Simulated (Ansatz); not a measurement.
# SO+ (quartet): the correlation ladder, def2-QZVPP

An exercise on one series of results from a longer session: the logs are not shown, and one member is left open.

The runs use Ansatz 0.2.0, Gaussian basis; def2-QZVPP, core rule «outside noble gas», up to 6 orbitals frozen.

Plan: UHF; ROHF; CCSD(T) on UHF.

## The geometry

The geometry is a PBE0/def2-TZVP stationary point (not a proven minimum) of the parent state, kept for this charge and spin.

2 atoms, charge 1, spin multiplicity 4.

Atoms are counted from 1 here; the program's logs count them from 0.

Bond lengths: O1–S2 1.415 Å.

As a file:

```xyz
2
charge 1, multiplicity 4
O     0.00000    0.00000    0.00000
S     0.00000    0.00000    1.41510
```

Set-up of the first run:

in.yaml

```yaml
crystal:
  periodic: [false, false, false]
  atoms:
    - {symbol: O, position_ang: [0.000000, 0.000000, 0.000000]}
    - {symbol: S, position_ang: [0.000000, 0.000000, 1.415100]}
basis:
  gaussian: {orbitals: "def2-QZVPP.json"}
total_charge: 1
magnetization: {spin_polarized: true, initial_magnetization: 3}
hamiltonian: {xc: hf}
output: {orbitals: {seedname: orbitals}}
```

Launch:

```sh
> ansatz run in.yaml --threads 1 --pin off --events-out ev --progress --plain --max-ram 2393MiB
```

Steps of the session up to this table: UHF; ROHF; CCSD(T) on UHF.

One of the session's tables, all rows but one given; the rest of the session is left out.

| method | from UCCSD(T) (kcal/mol) |
| --- | --- |
| ROHF | +229.30 |
| UHF | +219.77 |
| UMP2 | +25.40 |
| UCCSD | ? |
| UCCSD(T) | 0 |

**Question.** Estimate the row for UCCSD.

As computed: from UCCSD(T) (kcal/mol): +7.85. In the column «from UCCSD(T) (kcal/mol)» it lies between UCCSD(T) (0) and UMP2 (+25.40).
